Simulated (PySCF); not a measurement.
State search for CCl

Unrestricted PBE0; basis C aug-pcseg-1, Cl aug-pcseg-1; no relativity; PySCF 2.14. Outer shells of the fragments: C 2s2 2p2; Cl 3s2 3p5.

Followed along the bond (rough minima from three points):

```json
{"2Ms+1": "2", "unpaired": "π ↑", "⟨S²⟩ at the start": "0.76", "R at minimum (Å)": "1.67", "Te (eV)": "0.00"}
{"2Ms+1": "4", "unpaired": "σ ↑, π ↑↑", "⟨S²⟩ at the start": "3.76", "R at minimum (Å)": "1.67", "Te (eV)": "2.29"}
```

Solutions found at the starting distance of 1.680 Å, counted from the lowest of them; the search is not exhaustive and high or unbound solutions are not listed, so other states can lie among these:

```tsv
2Ms+1	unpaired	term	E (eV)	⟨S²⟩	⟨Lz²⟩	μ (D)
2	π ↑	²Π	0.00	0.76	1.01	1.28
4	σ ↑, π ↑↑	⁴Σ⁻	2.29	3.76	0.00	-0.02
2	σ ↑, π ↑↓	mixed	3.62	1.76	2.01	0.51
2	σ ↓, π ↑↑	mixed	3.94	1.77	0.00	0.79
2	σ ↑	mixed	4.83	0.76	2.00	0.80
2	σ ↑	²Σ⁺	4.92	0.75	0.00	-0.77
```

A term symbol is given only where ⟨S²⟩ and ⟨Lz²⟩ are close to those of a pure state; real π, δ and φ orbitals otherwise mix terms. A positive dipole means C(−)Cl(+).

Counting both spins, an empty level lies below a filled one in some of these solutions, because spin and occupation are held.
